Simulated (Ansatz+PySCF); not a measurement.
A calculation with Ansatz (development build ahead of 0.2.0).

```yaml
crystal:
  periodic: [false, false, false]
  atoms:
    - { symbol: C, position_ang: [0.0, 0.0, -1.25609] }
    - { symbol: C, position_ang: [0.0, 0.0, 1.25609] }
basis:
  gaussian: { orbitals: cc-pVDZ }
magnetization:
  spin_polarized: true
hamiltonian:
  xc: { name: wB97X }
scf:
  omitted_lower_state_checks: [starts, atomic_configurations, cluster_reference, orbital_swaps, given_window_search, neighbouring_geometries, increment]
```

The input is written out in the form of the current development build from the run's settings.

Results

```
Converged                       : yes
Total energy                    : -75.69401 hartree
Spin squared of the determinant : 1.855
Stability test                  : minimum
```

Caution: the unrestricted determinant is a mixture of spin states; the determinant breaks the point group.
